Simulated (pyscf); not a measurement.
This saddle point was located with ωB97X-D3(BJ)/def2-SVP in PySCF.

```
Si
F 1 1.6068
F 1 1.6199 2 102.41
H 1 1.4663 2 120.10 3 109.52
F 1 1.8230 4 89.63 3 156.21
H 5 1.2540 1 79.14 4 -135.96
F 6 1.0735 5 130.91 1 3.49
```

Surface: singlet, charge 0. Lowest wavenumbers (cm⁻¹): 511i, 77, 279, 335, 388.

**Question.** What reaction is this the transition state of?

**Answer.** hydrogen fluoride (HF) + F–SiH(F)–F ⇌ F–SiH(F)–F + hydrogen fluoride (HF), a four-centre exchange read from left to right: F–H, F–Si broken and F–Si, F–H formed. At CCSD(T)/def2-TZVPP + ΔMP2(QZVPP) it lies +29.5 kcal/mol from the left side and +29.5 kcal/mol from the right (each side as separated species at their lowest minima found). One saddle was located; it need not be the lowest between these sides. The CCSD(T) − MP2 part came from Ansatz, without density fitting, on the same reference.
